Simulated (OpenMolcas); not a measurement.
# M06-L/def-SVP (Cholesky decomposition) run of PH2F (SMILES FP)

What is the vertical singlet–triplet gap of PH2F at M06-L/def-SVP (Cholesky decomposition)? 

Program for the calculation: OpenMolcas 26.06.

6 further runs of the same task are left out: 1 that didn't finish, 5 set aside as unsound or not needed.

## 1. The molecule

PH2F: 4 atoms, total charge 0, spin state singlet. SMILES: `FP`. Geometry: relaxed at GFN2-xTB.

Bond lengths: F1–P2 1.632 Å, P2–H3 1.406 Å, P2–H4 1.406 Å. Angles: F1–P2–H3 93.5°, F1–P2–H4 93.5°, H3–P2–H4 91.6°.

## 2. Energy and one-electron properties at M06-L/def-SVP (Cholesky decomposition)

Contents of job.inp:

```
>>> EXPORT MOLCAS_PRINT=2

&GATEWAY
  COORD
  4
  bohr
  F      2.19310276     1.26394332    -0.42076642
  P     -0.13611697    -0.69746012    -0.90644493
  H     -1.99160126     1.08519412    -0.24483292
  H     -0.06538452    -1.65167732     1.57206316
  BASIS=def-SVP
  GROUP=NoSym

&SEWARD
  HIGH

&SCF
  KSDFT=M06L
  PRORBITALS=1 2

&LOCALISATION
  PIPEK-MEZEY
```

Started as:

```bash
export MOLCAS_MEM=1860
pymolcas job.inp > job.log
```

What it wrote:

```text
--- Start Module: gateway ---
[...]
--- Stop Module: gateway /rc=_RC_ALL_IS_WELL_ ---
[...]
      Basis functions           42
[...]
--- Start Module: scf ---
[...]
       Convergence after  12 Iterations
[...]
::    Total KS-DFT energy                            -442.1907738746
[...]
      Total spin, S                                     0.0000000000
[...]
      Total electronic charge=   26.000000
      Total            charge=   -0.000000
[...]
      Dipole Moment (debye):
      Origin of the operator (angstrom)=    0.3601    0.0187   -0.3535
                   X= -1.4430E+00               Y= -7.3083E-01               Z=  4.2859E-01           Total=  1.6733E+00
      Quadrupole Moment (debye*angstrom):
[...]
--- Stop Module: scf /rc=_RC_ALL_IS_WELL_ ---
[...]
--- Start Module: localisation ---
[...]
--- Stop Module: localisation /rc=_RC_ALL_IS_WELL_ ---
[...]
```

Wall time 5.4 s (1 thread of AMD EPYC 7R43 (Zen 3), shared host); peak memory 0.19 GiB.

Atomic charges (e):

| atom | Mulliken |
| --- | --- |
| F1 | -0.415 |
| P2 | +0.437 |
| H3 | -0.011 |
| H4 | -0.011 |

## 3. The triplet at the same level

Contents of job.inp:

```
* FH2P Kohn-Sham DFT
>>> EXPORT MOLCAS_PRINT=2
&gateway
coord
4
bohr
F      2.19310276     1.26394332    -0.42076642
P     -0.13611697    -0.69746012    -0.90644493
H     -1.99160126     1.08519412    -0.24483292
H     -0.06538452    -1.65167732     1.57206316
basis = def-SVP
group = NoSym
&seward
high
&scf
uhf
spin = 3
ksdft = M06L
prorbitals = 1 2
```

Started as:

```bash
export MOLCAS_MEM=1860
pymolcas job.inp > job.log
```

What it wrote:

```text
--- Start Module: gateway ---
[...]
--- Stop Module: gateway /rc=_RC_ALL_IS_WELL_ ---
--- Start Module: seward ---
[...]
      Basis functions           42
--- Stop Module: seward /rc=_RC_ALL_IS_WELL_ ---
[...]
--- Start Module: scf ---
[...]
       Convergence after  16 Iterations
[...]
::    Total KS-DFT energy                            -442.0175752616
[...]
      Total spin, S                                     1.0021264241
[...]
      Total electronic charge=   26.000000
      Total            charge=   -0.000000
[...]
      Dipole Moment (debye):
      Origin of the operator (angstrom)=    0.3601    0.0187   -0.3535
                   X= -1.1240E+00               Y= -7.5136E-01               Z=  5.9527E-02           Total=  1.3533E+00
      Quadrupole Moment (debye*angstrom):
[...]
--- Stop Module: scf /rc=_RC_ALL_IS_WELL_ ---
[...]
```

Run time: 8.1 s. Hardware: 1 thread of AMD EPYC 7R43 (Zen 3), shared host; peak memory 0.19 GiB.

Atomic charges (e):

```csv
atom,Mulliken
F1,-0.296
P2,+0.238
H3,+0.029
H4,+0.029
```

## 4. Outcome

Level: M06-L/def-SVP (Cholesky decomposition).

| quantity | value |
| --- | --- |
| singlet: total energy | -442.19077 Eh |
| singlet: dipole moment | 1.67 D |
| singlet: HOMO energy | -6.86 eV |
| singlet: LUMO energy | -1.11 eV |
| singlet: HOMO–LUMO gap | 5.75 eV |
| triplet: total energy | -442.01758 Eh |
| triplet: dipole moment | 1.35 D |
| triplet: HOMO energy (highest over α and β) | -2.29 eV |
| triplet: ⟨S²⟩ | 2.006 |
| vertical energy of the triplet above the singlet | 4.713 eV |

In words: This program's gradients are faulty for this kind of reference, so any forces in the log (triplet) can't be trusted; the energy can. At this shape the triplet lies 4.71 eV (109 kcal/mol) above the singlet. Mulliken charges (triplet) run from -0.30 on F1 to +0.24 on P2.
